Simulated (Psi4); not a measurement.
**BH3 (borane) at 4 levels**

We compute a comparison of 4 runs (B3LYP/def2-TZVPPD, M06-2X/def2-TZVPPD, PBE0/def2-TZVPPD, r2SCAN/def2-TZVPPD) of BH3 (borane). 

The calculation is run with Psi4 1.11.

### Step 1. The molecule

BH3: 4 atoms, total charge 0, spin state singlet. SMILES: `B`. The B1–H3 distance was set to 1.790 Å, away from the relaxed value. At this shape a bond of the SMILES string is far longer than usual.

Bond lengths: B1–H2 1.193 Å, B1–H4 1.193 Å. Angles: H2–B1–H4 120.0°. A long bond or contact: B1–H3 1.790 Å.

### Step 2. Energy and forces at B3LYP/def2-TZVPPD (run 1)

input.json reads:

```json
{
 "schema_name": "qcschema_input",
 "schema_version": 1,
 "molecule": {
  "schema_name": "qcschema_molecule",
  "schema_version": 2,
  "symbols": ["B", "H", "H", "H"],
  "geometry": [0.30035307, 1.06431454, -0.05508174, 2.13017488, 1.81415787, 1.02943209, -0.52194236, -2.21438107, 0.08125822, -0.98144816, 2.5005064, -1.23011344],
  "molecular_charge": 0,
  "molecular_multiplicity": 1,
  "fix_symmetry": "c1",
  "fix_com": true,
  "fix_orientation": true
 },
 "driver": "gradient",
 "model": {
  "method": "b3lyp",
  "basis": "def2-TZVPPD"
 },
 "keywords": {
  "puream": true,
  "e_convergence": 1e-09,
  "d_convergence": 1e-08,
  "scf_type": "pk",
  "dft_radial_points": 99,
  "dft_spherical_points": 590,
  "scf_properties": ["DIPOLE", "LOWDIN_CHARGES", "MAYER_INDICES"]
 }
}
```

The run is started by

```sh
$ psi4 --qcschema input.json -n 1 --memory 1600MB
```

stdout:

```text
[...]
  Running in c1 symmetry.
[...]
  Nuclear repulsion =    6.574802649345302
[...]
  Multiplicity = 1
[...]
  Nalpha       = 4
  Nbeta        = 4
[...]
    Number of basis functions: 88
[...]
   @RKS iter   1:   -26.50315436367198   -5.07918e-01   2.92560e-03 DIIS/ADIIS
[...]
   @RKS iter   8:   -26.55638880032496   -2.10783e-11   5.96800e-09 DIIS
[...]
    Orbital Energies [Eh]
    ---------------------
    Doubly Occupied:
       1A     -6.821597     2A     -0.515284     3A     -0.377182
       4A     -0.300489
[...]
  @RKS Final Energy:   -26.55638880032496
   => Energetics <=
    Nuclear Repulsion Energy =              6.5748026493453020
    One-Electron Energy =                 -47.2972750960019184
    Two-Electron Energy =                  18.2296425435667508
    DFT Exchange-Correlation Energy =      -4.0635588972350982
    Empirical Dispersion Energy =           0.0000000000000000
    VV10 Nonlocal Energy =                  0.0000000000000000
    Total Energy =                        -26.5563888003249637
[...]
  -Total Gradient:
     Atom            X                  Y                   Z
    ------   -----------------  -----------------  -----------------
       1        0.014488242716     0.057778451241    -0.002423301372
       2        0.002530052121     0.007892592811     0.000053469918
       3       -0.018507208908    -0.073783952387     0.003070421464
       4        0.001488928352     0.008112966773    -0.000700591931
[...]
```

The result, in JSON:

```text
{
 "driver": "gradient",
 "model": {
  "method": "b3lyp",
  "basis": "def2-TZVPPD"
 },
 "success": true,
 "return_result": [0.0144882427160699, 0.05777845124058073, -0.002423301371800481, 0.0025300521214940697, 0.007892592811461735, 5.3469918457393906e-05, -0.018507208907786107, -0.07378395238660077, 0.0030704214640200444, 0.0014889283516318491, 0.008112966773320199, -0.0007005919312163822],
 "properties": {
  "calcinfo_nbasis": 88,
  "calcinfo_nmo": 88,
  "calcinfo_nalpha": 4,
  "calcinfo_nbeta": 4,
  "calcinfo_natom": 4,
  "nuclear_repulsion_energy": 6.574802649345302,
  "return_energy": -26.556388800324964,
  "return_gradient": [0.0144882427160699, 0.05777845124058073, -0.002423301371800481, 0.0025300521214940697, 0.007892592811461735, 5.3469918457393906e-05, -0.018507208907786107, -0.07378395238660077, 0.0030704214640200444, 0.0014889283516318491, 0.008112966773320199, -0.0007005919312163822],
  "scf_one_electron_energy": -47.29727509600192,
  "scf_two_electron_energy": 18.22964254356675,
  "scf_xc_energy": -4.063558897235098,
  "scf_dipole_moment": [0.09327299611424378, 0.37185199647698397, -0.015503345292138038],
  "scf_total_energy": -26.556388800324964,
  "scf_total_gradient": [0.0144882427160699, 0.05777845124058073, -0.002423301371800481, 0.0025300521214940697, 0.007892592811461735, 5.3469918457393906e-05, -0.018507208907786107, -0.07378395238660077, 0.0030704214640200444, 0.0014889283516318491, 0.008112966773320199, -0.0007005919312163822],
  "scf_iterations": 8
 }
}
```

Wall time 8.4 s (1 thread of Intel Xeon 6975P-C (Granite Rapids), shared host); peak memory 0.88 GiB.

### Step 3. Energy and gradient at M06-2X/def2-TZVPPD (run 2)

calc.in reads:

```
memory 1600 MB

molecule geom {
  0 1
  B      0.158940     0.563211    -0.029148
  H      1.127240     0.960011     0.544752
  H     -0.276200    -1.171800     0.043000
  H     -0.519360     1.323211    -0.650948
  units angstrom
  symmetry c1
  no_reorient
  no_com
}

set basis def2-TZVPPD
set reference rks
set puream true
set e_convergence 1e-09
set d_convergence 1e-08
set scf_type pk
set dft_radial_points 99
set dft_spherical_points 590

energy_value, wavefunction = gradient('m06-2x', return_wfn=True)
oeprop(wavefunction, 'LOWDIN_CHARGES', 'MAYER_INDICES', 'DIPOLE', title='M06-2X')
```

The run is started by

```sh
$ psi4 calc.in calc.out -n 1
```

calc.out:

```text
[...]
  Running in c1 symmetry.
[...]
  Nuclear repulsion =    6.574802654376959
[...]
  Multiplicity = 1
[...]
  Nalpha       = 4
  Nbeta        = 4
[...]
    Number of basis functions: 88
[...]
   @RKS iter   1:   -26.49966185879051   -6.00418e-01   2.15994e-03 ADIIS/DIIS
[...]
   @RKS iter   8:   -26.52467503630853   -1.07434e-11   4.93500e-09 DIIS
[...]
    Orbital Energies [Eh]
    ---------------------
    Doubly Occupied:
       1A     -7.115979     2A     -0.584013     3A     -0.433320
       4A     -0.344979
[...]
  @RKS Final Energy:   -26.52467503630853
   => Energetics <=
    Nuclear Repulsion Energy =              6.5748026543769589
    One-Electron Energy =                 -47.2892395623395458
    Two-Electron Energy =                  16.5932077368777051
    DFT Exchange-Correlation Energy =      -2.4034458652236514
    Empirical Dispersion Energy =           0.0000000000000000
    VV10 Nonlocal Energy =                  0.0000000000000000
    Total Energy =                        -26.5246750363085333
[...]
  -Total Gradient:
     Atom            X                  Y                   Z
    ------   -----------------  -----------------  -----------------
       1        0.015114796233     0.060276788837    -0.002527653012
       2        0.003459745752     0.008189892720     0.000622250598
       3       -0.019371418906    -0.077229637027     0.003213726430
       4        0.000798062256     0.008767527579    -0.001308560504
[...]
```

Wall time 13 s (1 thread of Intel Xeon 6975P-C (Granite Rapids), shared host); peak memory 0.79 GiB.

Run 3 isn't shown in full; the table further down has it.

### Step 4. Energy and gradient at r2SCAN/def2-TZVPPD (run 4)

calc.dat reads:

```
memory 1.6 GB

molecule {
  0 1
  B
  H 1 r2
  H 1 r3 2 a3
  H 1 r4 2 a4 3 d4

  r2 = 1.193489
  r3 = 1.7902
  a3 = 120.00312
  r4 = 1.193451
  a4 = 119.99514
  d4 = 179.98696
  symmetry c1
}

set {
  basis                def2-TZVPPD
  puream               true
  e_convergence        1e-09
  d_convergence        1e-08
  scf_type             pk
  dft_radial_points    99
  dft_spherical_points 590
}

e, wfn = gradient("r2scan", return_wfn=True)
oeprop(wfn, "LOWDIN_CHARGES", "QUADRUPOLE", "WIBERG_LOWDIN_INDICES")
```

The run is started by

```sh
$ psi4 calc.dat calc.out -n 1
```

calc.out:

```text
[...]
  Running in c1 symmetry.
[...]
  Nuclear repulsion =    6.574803468149619
[...]
  Multiplicity = 1
[...]
  Nalpha       = 4
  Nbeta        = 4
[...]
    Number of basis functions: 88
[...]
   @RKS iter   1:   -26.45856628479126   -4.63244e-01   3.07121e-03 DIIS/ADIIS
[...]
   @RKS iter   9:   -26.51874163656413   -9.36140e-12   5.27462e-09 DIIS
[...]
    Orbital Energies [Eh]
    ---------------------
    Doubly Occupied:
       1A     -6.701862     2A     -0.481248     3A     -0.342595
       4A     -0.273083
[...]
  @RKS Final Energy:   -26.51874163656413
   => Energetics <=
    Nuclear Repulsion Energy =              6.5748034681496188
    One-Electron Energy =                 -47.2927941239883580
    Two-Electron Energy =                  19.1832106935768287
    DFT Exchange-Correlation Energy =      -4.9839616743022201
    Empirical Dispersion Energy =           0.0000000000000000
    VV10 Nonlocal Energy =                  0.0000000000000000
    Total Energy =                        -26.5187416365641297
[...]
  -Total Gradient:
     Atom            X                  Y                   Z
    ------   -----------------  -----------------  -----------------
       1       -0.000015022844    -0.053122457984     0.030657629678
       2        0.000006108495    -0.006864378963     0.002784144032
       3        0.000003031310     0.066011924111    -0.038117367585
       4        0.000005872746    -0.005827435730     0.004561496171
[...]
```

Wall time 15 s (1 thread of Intel Xeon 6975P-C (Granite Rapids), shared host); peak memory 0.79 GiB.

### Step 5. Overview of the runs

```tsv
run	level	task	energy (Eh)	dipole moment (D)	HOMO energy (eV)	LUMO energy (eV)	wall time
1	B3LYP/def2-TZVPPD	gradient	-26.556389	0.98	-8.18	-2.56	8.4 s
2	M06-2X/def2-TZVPPD	gradient	-26.524675	0.96	-9.39	-1.32	13 s
3	PBE0/def2-TZVPPD	energy	-26.498182	0.95	-8.34	-2.29	6.9 s
4	r2SCAN/def2-TZVPPD	gradient	-26.518742	0.97	-7.43	-2.90	15 s
```

### Step 6. Outcome

```
                       quantity         value
            run 4: total energy  -26.51874 Eh
           run 4: dipole moment        0.97 D
             run 4: HOMO energy      -7.43 eV
             run 4: LUMO energy      -2.90 eV
           run 4: HOMO–LUMO gap       4.53 eV
run 4: largest force on an atom    3.920 eV/Å
```

In words: The dipole moment (its size) runs from 0.95 D (PBE0/def2-TZVPPD) to 0.98 D (B3LYP/def2-TZVPPD). The HOMO–LUMO gap runs from 4.53 eV (r2SCAN/def2-TZVPPD) to 8.07 eV (M06-2X/def2-TZVPPD). Totals of different functionals can't be ranked against each other. All runs together took 44 s, the longest 15 s.
